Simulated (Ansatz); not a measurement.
Ideal-gas functions of Cl2Mg, SMILES `[Cl][Mg][Cl]` at 800 K and 1 bar, from an Ansatz frequency run at PBE0-D4/def2-TZVP.

Molar mass 95.21 g/mol, point group D∞h (symmetry number 2), electronic degeneracy 1, moments of inertia 333.619 u Å². Harmonic wavenumbers (cm⁻¹, unscaled): 110, 110, 323, 621.

Use S(trans) = R[1.5 ln M + 2.5 ln T − 1.1517]; rotational temperatures θ = 24.2544 K / I; S(rot) = R[ln(T/σθ) + 1]; for each mode x = 1.438777 ν̃/T, S = R[x/(eˣ − 1) − ln(1 − e⁻ˣ)] and H = RT x/(eˣ − 1); 1 cm⁻¹ = 0.0119627 kJ/mol; R = 8.31446 J/(mol·K).

Problem. By hand: the entropy, in J/(mol·K).

Solution. Translation 186.2. Rotation: θ = 0.0727 K, giving 79.9. Vibration, mode by mode: 21.80, 21.80, 12.95, 7.81, in all 64.4. Electronic 0.0. Sum 330.5 J/(mol·K).

Problem. By hand: H − E and G − E in kJ/mol, counted from the electronic energy.

Solution. Zero-point energy ½ × 1164 × 0.0119627 = 7.0; thermal vibration 20.6; translation, rotation and pV give 3.5 RT = 23.3. H − E = 50.9 kJ/mol, and G − E = 50.9 − 800 × 330.5/1000 = -213.5 kJ/mol.

Vibration gives 19 % of the entropy, 43.6 J/(mol·K) of it from the modes under 150 cm⁻¹: soft modes count most, and the harmonic formula is weakest for them.
